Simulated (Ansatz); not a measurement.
# BHNO: the cost of one run

Program: Ansatz 0.2.0, Gaussian basis. Level of theory: single points in def2-TZVPPD. These are calculated values, not measurements.

Cores are frozen in the correlated methods.

**1. The starting structure**

SMILES `[NH-]B=O`, 4 atoms, charge -1, spin multiplicity 1.

Atoms are counted from 1 here; the program's logs count them from 0.

Bond lengths: N1–B2 1.372 Å, N1–H4 0.968 Å, B2–O3 1.254 Å. Angles: B2–N1–H4 115.5°, N1–B2–O3 170.2°.

Geometry (Å):

```xyz
4
BHNO
N    -0.7130    0.2587   -0.4518
B     0.3321   -0.3734    0.1722
O     1.1917   -1.1329    0.6792
H    -0.7401    1.2204   -0.3469
```

**2. PBE-D4/def2-TZVPPD**

run/in.yaml

```yaml
crystal:
  periodic: [false, false, false]
  atoms:
    - {symbol: N, position_ang: [-0.713026, 0.258677, -0.451752]}
    - {symbol: B, position_ang: [0.332126, -0.373386, 0.172202]}
    - {symbol: O, position_ang: [1.191678, -1.132883, 0.679162]}
    - {symbol: H, position_ang: [-0.740108, 1.220351, -0.346862]}
basis:
  gaussian: {orbitals: "def2-TZVPPD.json"}
total_charge: -1
hamiltonian: {xc: pbe, dispersion: d4}
output: {forces: true}
```

The basis file named in the input lies beside it (Basis Set Exchange, JSON).

Launch:

```bash
$ ansatz run in.yaml --threads 2 --pin off --events-out ev --progress --plain --max-ram 3481MiB
```

What time and memory should one allow on 2 threads of Intel Xeon at 2.50GHz, shared host?

About 2 s, with a peak of 0.16 GiB.
